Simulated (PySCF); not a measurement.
dimethylamine (C2H7N), SMILES CNC. Atoms are numbered in the order given.

```xyz
10

C      0.0201    -0.2223     1.2121
N     -0.1470     0.5620     0.0000
C      0.0201    -0.2223    -1.2121
H      0.9791    -0.7642     1.2649
H     -0.7797    -0.9642     1.2771
H     -0.0569     0.4263     2.0857
H      0.5033     1.3376     0.0000
H      0.9791    -0.7642    -1.2649
H     -0.0569     0.4263    -2.0857
H     -0.7797    -0.9642    -1.2771
```
Charge 0, spin multiplicity 1.

The structure is a stationary point at B3LYP-D3(BJ)/def2-TZVP.

The numbers are results of TDDFT-LC-ωPBE/def2-SVPD (PySCF 2.14.0), not measurements.

Vertical excitations. Gas-phase values at a fixed geometry. State labels are in the subgroup Cs.

Task: Give excitation energies, oscillator strengths and character. (An estimate is asked for; the answer gives what the named calculation found.)

Result: 
```
state  symmetry  energy (eV)  λ (nm)      f                                           main pairs
-----  --------  -----------  ------  -----  ---------------------------------------------------
S1           A'         6.54     189  0.001                     HOMO→LUMO 77 %, HOMO→LUMO+2 19 %
S2           A'         7.82     159  0.052                     HOMO→LUMO+2 76 %, HOMO→LUMO 17 %
S3           A"         7.89     157  0.003                                     HOMO→LUMO+1 94 %
S4           A'         8.73     142  0.019  HOMO→LUMO+4 45 %, HOMO→LUMO+3 41 %, HOMO→LUMO+6 7 %
S5           A'         8.83     140  0.104                   HOMO→LUMO+3 46 %, HOMO→LUMO+4 40 %
S6           A'         9.41     132  0.016                                     HOMO→LUMO+6 76 %
S7           A"         9.71     128  0.030                                     HOMO→LUMO+5 91 %
S8           A'         9.95     125  0.009                                     HOMO→LUMO+8 80 %
S9           A"        10.28     121  0.043                   HOMO→LUMO+7 57 %, HOMO→LUMO+9 27 %
S10          A"        10.52     118  0.060                   HOMO−1→LUMO 65 %, HOMO→LUMO+9 17 %
T1           A'         6.26     198      0                     HOMO→LUMO 69 %, HOMO→LUMO+2 24 %
T2           A'         7.53     165      0                     HOMO→LUMO+2 68 %, HOMO→LUMO 23 %
T3           A"         7.74     160      0                                     HOMO→LUMO+1 91 %
T4           A'         8.45     147      0                                     HOMO→LUMO+3 83 %
```
Triplets are in the Tamm–Dancoff approximation, which puts them higher than full response would, so one can lie above its singlet here.
